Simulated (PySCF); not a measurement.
# Spin states of MgF

Unrestricted PBE0; Mg pcseg-2, F pcseg-2; no relativity (PySCF 2.14). Outer shells of the fragments: Mg 3s2; F 2s2 2p5.

Followed along the bond (rough minima from three points):

| 2Ms+1 | unpaired | ⟨S²⟩ at the start | R at minimum (Å) | Te (eV) |
| --- | --- | --- | --- | --- |
| 2 | σ ↑ | 0.75 | 1.77 | 0.00 |
| 4 | σ ↑, π ↑↑ | 3.75 | none in the scan | ≤ 7.13 |

Solutions found at the starting distance of 1.970 Å, counted from the lowest of them; the search is not exhaustive and high or unbound solutions are not listed, so other states can lie among these:

```json
{"2Ms+1": "2", "unpaired": "σ ↑", "term": "²Σ⁺", "E (eV)": "0.00", "⟨S²⟩": "0.75", "⟨Lz²⟩": "0.00", "μ (D)": "-4.23"}
{"2Ms+1": "2", "unpaired": "π ↑", "term": "²Π", "E (eV)": "3.47", "⟨S²⟩": "0.75", "⟨Lz²⟩": "1.00", "μ (D)": "-6.21"}
{"2Ms+1": "2", "unpaired": "π ↑", "term": "²Π", "E (eV)": "5.09", "⟨S²⟩": "0.75", "⟨Lz²⟩": "1.00", "μ (D)": "2.54"}
{"2Ms+1": "4", "unpaired": "σ ↑, π ↑↑", "term": "mixed", "E (eV)": "7.06", "⟨S²⟩": "3.75", "⟨Lz²⟩": "2.00", "μ (D)": "1.98"}
{"2Ms+1": "4", "unpaired": "σ ↑, π ↑↑", "term": "mixed", "E (eV)": "7.16", "⟨S²⟩": "3.75", "⟨Lz²⟩": "2.00", "μ (D)": "2.05"}
{"2Ms+1": "4", "unpaired": "σ ↑↑, π ↑", "term": "⁴Π", "E (eV)": "7.75", "⟨S²⟩": "3.75", "⟨Lz²⟩": "1.00", "μ (D)": "1.98"}
{"2Ms+1": "4", "unpaired": "σ ↑↑, π ↑", "term": "⁴Π", "E (eV)": "8.16", "⟨S²⟩": "3.75", "⟨Lz²⟩": "1.00", "μ (D)": "1.02"}
{"2Ms+1": "4", "unpaired": "σ ↑↑↑", "term": "⁴Σ⁺", "E (eV)": "8.83", "⟨S²⟩": "3.75", "⟨Lz²⟩": "0.00", "μ (D)": "1.22"}
```

A term symbol is given only where ⟨S²⟩ and ⟨Lz²⟩ are close to those of a pure state; real π, δ and φ orbitals otherwise mix terms. A positive dipole means Mg(−)F(+).

Counting both spins, an empty level lies below a filled one in some of these solutions, because spin and occupation are held.
